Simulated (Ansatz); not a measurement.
## Bulk modulus B0 of some III–V compounds, all zinc-blende

Method: LDA (Ansatz, a first-principles code, PAW). References are measured values corrected to a static lattice.

Values in GPa.

```csv
solid,reference,LDA,error (%)
zinc-blende InP,72,71.2,-1.1
zinc-blende InSb,46.1,46.6,+1.1
zinc-blende AlAs,75,75.5,+0.7
zinc-blende GaAs,76.7,74.3,-3.1
zinc-blende GaP,89.6,90.0,+0.4
zinc-blende BP,176 (168–176),176,0.0
cubic BN,410 (388–410),403,-1.7
zinc-blende InAs,58.6,60.1,+2.6
```

Over these 8 solids the mean error is -0.1 %, the mean absolute error 1.3 % (median 1.1 %), and the worst case zinc-blende GaAs at -3.1 %; the value is above the reference in 4 of 8 cases.

All these references are brought to a static lattice.

Spin–orbit coupling is left out, also for the solids with elements from indium on (zinc-blende InP, zinc-blende InSb, zinc-blende InAs); its size isn't shown.

Brackets give the range of the sources taken for a reference, where it is wide; it can hold other temperatures.

Differences are worked out from the printed values.

Each level is taken at its own relaxed cell. Caveats: the gap of the solid is closed in this run (zinc-blende InSb, zinc-blende InAs). Ansatz's density-functional and Hartree–Fock values are scalar-relativistic unless marked +SOC, with PAW data made under PBE.

Not in this set, of the III–V compounds with a reference value in our tables and a result at some level: 3 for a reference at room or unstated temperature; 1 for a high-temperature or high-pressure phase; 1 for sources at odds. These can be a level's best or worst cases. At least 2 more with a reference value are held back for tests. Solids without a released value at any level aren't counted. Layered and molecular crystals are counted apart.

References as tabulated in Mejia-Rodriguez and Trickey (2018), arXiv:1807.09216; Goldzak et al. (2022), arXiv:2208.04865.
